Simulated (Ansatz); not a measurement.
Relaxation of AlFH4Si (7 atoms, charge 0, multiplicity 1), to a largest force component of 0.02 eV/Å in at most 40 steps.

The calculation used RKS B3LYP-D4/def2-SVP in Ansatz 0.2.0.

```xyz
7
Properties=species:S:1:pos:R:3:forces:R:3
F -2.207 -0.114 0.222 -0.15 -0.03 -0.32
Si -0.788 -0.256 -0.595 -0.50 -0.34 0.20
Al 0.957 0.078 0.913 1.89 1.37 0.17
H -0.626 -1.597 -1.163 -0.36 -0.50 -0.41
H -0.689 0.730 -1.695 -0.15 0.21 -0.20
H 0.930 1.398 1.842 -0.13 -0.47 0.22
H 2.484 -0.307 0.432 -0.59 -0.25 0.35
```

Problem. Where does it end, and by what steps?

Solution. The run converged. After 11 steps the energy has fallen by 0.394 eV; H6 moved furthest, 0.61 Å.

```
step  energy less start (eV)  largest force component (eV/Å)  accepted
   0                  0.0000                           1.886       yes
   1                 -0.3296                           0.465       yes
   2                 -0.3738                           0.158       yes
   3                 -0.3844                           0.104       yes
   4                 -0.3887                           0.085       yes
   5                 -0.3890                           0.224       yes
   6                 -0.3919                           0.026       yes
   7                 -0.3928                           0.046       yes
   8                 -0.3932                           0.056       yes
   9                 -0.3936                           0.045       yes
  10                 -0.3939                           0.022       yes
  11                 -0.3940                           0.013       yes
```

```xyz
7
Properties=species:S:1:pos:R:3
F -2.182 0.164 0.097
Si -0.777 -0.251 -0.645
Al 1.119 0.300 0.834
H -0.856 -1.711 -0.973
H -0.724 0.480 -1.953
H 0.886 0.961 2.258
H 2.595 -0.012 0.336
```

Run time: 54 s on 1 thread of AMD EPYC (Zen 3), on a shared host, peak memory 0.15 GiB.
